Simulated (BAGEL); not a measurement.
# HF/6-31G(d) (density fitting with qzvpp-jkfit, spherical functions) run of F2 (fluorine)

What is the vertical ionisation energy of F2 (fluorine) at HF/6-31G* (density fitting with qzvpp-jkfit, spherical functions)? 

The calculation is run with BAGEL 1.2.2.

9 further runs of the same task are left out: 9 set aside as unsound or not needed.

**1. The system as given**

F2 has 2 atoms, charge 0, and is taken as a singlet. As SMILES, `FF`. The shape is that of a PBE0-D4/def2-TZVP optimisation.

Bond lengths: F1–F2 1.376 Å.

**2. A single-point energy at HF/6-31G(d) (density fitting with qzvpp-jkfit, spherical functions)**

Contents of input.json:

```json
{ "bagel" : [

{
  "title" : "molecule",
  "basis" : "6-31gs.json",
  "df_basis" : "qzvpp-jkfit",
  "angstrom" : true,
  "geometry" : [
    { "atom" : "F", "xyz" : [      -0.583900,       0.212400,      -0.295000 ] },
    { "atom" : "F", "xyz" : [       0.583900,      -0.212400,       0.295000 ] }
  ]
},

{ "title" : "hf" },

{ "title" : "print", "file" : "orbitals.molden", "orbitals" : true }

]}
```

The basis set 6-31G* is read from a file made from the Basis Set Exchange's data (not shown).

Run with:

```bash
BAGEL_NUM_THREADS=1 BAGEL input.json > input.out
```

Standard output:

```text
* using 1 threads per process

  ===============================================================
  ===============================================================

  *** Geometry ***

  { "atom" : "F", "xyz" : [     -1.103411,      0.401378,     -0.557469 ] },
  { "atom" : "F", "xyz" : [      1.103411,     -0.401378,      0.557469 ] },

  Number of auxiliary basis functions:      154

  Since a DF basis is specified, we compute 2- and 3-index integrals:
    o Being stored without compression. Storage requirement is 0.001 GB

  Number of basis functions:       28
  Number of electrons      :       18

    * METHOD: MOLECULE                             0.02

  *** RHF ***

  === Nuclear Repulsion ===
    31.1594507482

      * DIIS with orbital gradients will be used.

  === RHF iteration (6-31gs.json) ===
      0       -198.65262503          0.01890607           0.00
      1       -198.67142006          0.00397744           0.00
      2       -198.67256381          0.00090735           0.00
      3       -198.67263210          0.00021210           0.00
      4       -198.67263597          0.00002257           0.00
      5       -198.67263601          0.00000140           0.00
      6       -198.67263601          0.00000025           0.00
      7       -198.67263601          0.00000001           0.00
      8       -198.67263601          0.00000000           0.00
    * SCF iteration converged.

    * Permanent dipole moment:
           (    0.000000,    -0.000000,     0.000000) a.u.

    * METHOD: HF                                   0.02

    * METHOD: PRINT                                0.00

  ===============================================================
```

It took 0.18 s on 1 thread of Arm Neoverse V2, shared host.

**3. The doublet cation at the same level**

Contents of input.json:

```json
{ "bagel" : [

{
  "title" : "molecule",
  "basis" : "6-31gs.json",
  "df_basis" : "qzvpp-jkfit",
  "angstrom" : true,
  "geometry" : [
    { "atom" : "F", "xyz" : [   -0.583900,    0.212400,   -0.295000 ] },
    { "atom" : "F", "xyz" : [    0.583900,   -0.212400,    0.295000 ] }
  ]
},
{ "title" : "uhf", "charge" : 1, "nopen" : 1 },
{ "title" : "print", "file" : "orbitals.molden", "orbitals" : true }

]}
```

The basis set 6-31G* is read from a file made from the Basis Set Exchange's data (not shown).

Run with:

```bash
BAGEL_NUM_THREADS=1 BAGEL input.json > input.out
```

Standard output:

```text
* using 1 threads per process

  ===============================================================
  ===============================================================

  *** Geometry ***

  { "atom" : "F", "xyz" : [     -1.103411,      0.401378,     -0.557469 ] },
  { "atom" : "F", "xyz" : [      1.103411,     -0.401378,      0.557469 ] },

  Number of auxiliary basis functions:      154

  Since a DF basis is specified, we compute 2- and 3-index integrals:
    o Being stored without compression. Storage requirement is 0.001 GB

  Number of basis functions:       28
  Number of electrons      :       18

    * METHOD: MOLECULE                             0.02

  *** Open-shell HF ***

  === Nuclear Repulsion ===
    31.1594507482

      * DIIS with orbital gradients will be used.

  === UHF iteration (6-31gs.json) ===
      0       -198.03396725          0.05513107           0.00
      1       -198.08139104          0.01133809           0.00
      2       -198.08481056          0.00271512           0.00
      3       -198.08516578          0.00052570           0.00
      4       -198.08523755          0.00008519           0.00
      5       -198.08524342          0.00002926           0.00
      6       -198.08524447          0.00000364           0.00
      7       -198.08524451          0.00000109           0.00
      8       -198.08524451          0.00000024           0.00
      9       -198.08524451          0.00000005           0.00
     10       -198.08524451          0.00000001           0.00
    * SCF iteration converged.

    * S^2 (UHF) is 0.7644

    * Permanent dipole moment:
           (    0.000000,    -0.000000,     0.000000) a.u.

    * METHOD: UHF                                  0.04

    * METHOD: PRINT                                0.00

  ===============================================================
```

Wall time 0.2 s (1 thread of Arm Neoverse V2, shared host).

**4. Summary of results**

Level: HF/6-31G* (density fitting with qzvpp-jkfit, spherical functions).

| quantity | value |
| --- | --- |
| singlet F2: total energy | -198.67264 Eh |
| singlet F2: dipole moment | 0.00 D |
| singlet F2: HOMO energy | -17.68 eV |
| singlet F2: LUMO energy | 3.77 eV |
| singlet F2: HOMO–LUMO gap | 21.45 eV |
| doublet cation: total energy | -198.08524 Eh |
| doublet cation: ⟨S²⟩ | 0.764 |
| vertical ionisation energy (to the doublet cation) | 15.984 eV |

Removing an electron at fixed nuclei costs 15.98 eV (369 kcal/mol). −ε(HOMO) before ionisation, 17.68 eV, is 1.70 eV above this ionisation energy.
